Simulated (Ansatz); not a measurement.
# H5Si2: the cost of one run

Method: UKS LDA/def2-SVP, in Ansatz 0.2.0.

## 1. Starting point

Bond lengths: Si1–Si2 2.325 Å, Si1–H3 1.437 Å, Si1–H4 1.463 Å, Si2–H5 1.500 Å, Si2–H6 1.494 Å, Si2–H7 1.518 Å. Angles: Si1–Si2–H5 110.5°, Si1–Si2–H6 112.5°, Si1–Si2–H7 108.7°, H5–Si2–H6 108.8°, H5–Si2–H7 107.8°, H6–Si2–H7 108.5°, Si2–Si1–H3 111.9°, Si2–Si1–H4 107.8°, H3–Si1–H4 107.8°.

As a file:

```xyz
7

Si   -0.1518   -1.4123   -0.2125
Si    0.3437    0.8553   -0.0729
H    -0.0597   -2.0598    1.0674
H    -1.5319   -1.5416   -0.6818
H     0.1938    1.5086   -1.4148
H    -0.5240    1.5708    0.9101
H     1.7911    1.0110    0.3589
```

## 2. End point A

Contents of input.yaml:

```yaml
crystal:
  periodic: [false, false, false]
  atoms:
    - { symbol: Si, position_ang: [-0.1518, -1.4123, -0.2125] }
    - { symbol: Si, position_ang: [0.3437, 0.8553, -0.0729] }
    - { symbol: H, position_ang: [-0.0597, -2.0598, 1.0674] }
    - { symbol: H, position_ang: [-1.5319, -1.5416, -0.6818] }
    - { symbol: H, position_ang: [0.1938, 1.5086, -1.4148] }
    - { symbol: H, position_ang: [-0.524, 1.5708, 0.9101] }
    - { symbol: H, position_ang: [1.7911, 1.011, 0.3589] }
magnetization:
  spin_polarized: true
  initial_magnetization: 1
basis:
  gaussian: { orbitals: def2-SVP }
hamiltonian:
  xc: lda
relax:
  f_tol: 0.02
  max_steps: 50
```

Started as:

```bash
ansatz run input.yaml --threads 1 --pin off --max-ram 2048MiB --backend cpu --events-out ev --progress --plain --runs-dir out
```

**Question.** How long does this run take on 1 thread of Arm Neoverse V2, shared host, and how much memory does it need?

About 6.2 s, with a peak of 0.12 GiB.
